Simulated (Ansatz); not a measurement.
# SiF+ (triplet): from Hartree-Fock to the top rungs at distance Si1–F2 = 2.163 Å, 6-31G

Aim: climb from Hartree-Fock through coupled cluster and multireference methods for SiF+ (triplet) at one geometry and basis, and see what each rung misses.

The runs use Ansatz 0.2.0, Gaussian basis; 6-31G, core rule «outside noble gas», up to 6 orbitals frozen.

Plan: UHF; CCSD(T) on ROHF; CCSD(T) on UHF; BCCD(T) on ROHF; CISD; CCSDT(Q) on ROHF; CCSDT(Q) on UHF; CISDTQ; CCSDTQ on ROHF; CCSDTQ on UHF; CASSCF and MRCISD+Q, 4 electrons in 4 orbitals; CASSCF and NEVPT2, 4 electrons in 4 orbitals; CASSCF and MRCISD+Q, 10 electrons in 8 orbitals; CASSCF and MRCISD+Q(relaxed), 10 electrons in 8 orbitals; CASSCF and NEVPT2, 10 electrons in 8 orbitals; Full CI.

29 further runs of the same task are left out: 9 for a known fault of the program, 14 that didn't finish, 6 set aside as unsound or not needed.

## Step 1: What is computed

The geometry derives from a PBE0/def2-TZVP stationary point (not a proven minimum). One bond is set to the value named and the two fragments are kept rigid.

2 atoms, charge 1, spin multiplicity 3.

Atoms are counted from 1 here; the program's logs count them from 0.

No contacts short enough for the rule that draws bonds.

## Step 2: UHF

Contents of in.yaml:

```yaml
crystal:
  periodic: [false, false, false]
  atoms:
    - {symbol: Si, position_ang: [0.000000, 0.000000, 0.000000]}
    - {symbol: F, position_ang: [0.000000, 0.000000, 2.163000]}
basis:
  gaussian: {orbitals: 6-31G}
total_charge: 1
magnetization: {spin_polarized: true, initial_magnetization: 2}
hamiltonian: {xc: hf}
output: {orbitals: {seedname: orbitals}}
```

Launch:

```
> ansatz run in.yaml --threads 1 --pin off --events-out ev --progress --plain --max-ram 2393MiB
```

Further steps of the session: CCSD(T) on ROHF; CCSD(T) on UHF; BCCD(T) on ROHF; CISD; CCSDT(Q) on ROHF; CCSDT(Q) on UHF; CISDTQ; CCSDTQ on ROHF; CCSDTQ on UHF; CASSCF and MRCISD+Q, 4 electrons in 4 orbitals; CASSCF and NEVPT2, 4 electrons in 4 orbitals; CASSCF and MRCISD+Q, 10 electrons in 8 orbitals; CASSCF and MRCISD+Q(relaxed), 10 electrons in 8 orbitals; CASSCF and NEVPT2, 10 electrons in 8 orbitals; Full CI.

Before running them: what should the planned runs give, taken together? Wanted: FCI below the RHF energy; RMP2 from FCI; UMP2 from FCI; RCCSD from FCI; RCCSD(T) from FCI; UCCSD(T) from FCI; RCCSDT(Q) from FCI; UCCSDT(Q) from FCI; T1 diagnostic.

The runs gave:

| quantity | value |
| --- | --- |
| FCI below the RHF energy | -3.3396 eV |
| RMP2 from FCI | +581.1 meV |
| UMP2 from FCI | +571.7 meV |
| RCCSD from FCI | +84.3 meV |
| RCCSD(T) from FCI | +53.9 meV |
| UCCSD(T) from FCI | +53.5 meV |
| RCCSDT(Q) from FCI | +2.7 meV |
| UCCSDT(Q) from FCI | +2.0 meV |
| levels within 1 kcal/mol (43 meV) | RCCSDT, UCCSDT, CISDTQ, RCCSDT(Q), UCCSDT(Q), RCCSDTQ, UCCSDTQ |
| T1 diagnostic | 0.011 |
| effectively unpaired electrons | 2.35 |

RCCSD(T) misses by +53.9 meV, 1.6 % of the correlation energy. The occupations show some static correlation. These misses are within one basis, not against nature; the frozen cores of restricted and unrestricted runs differ, which can shift their rows.
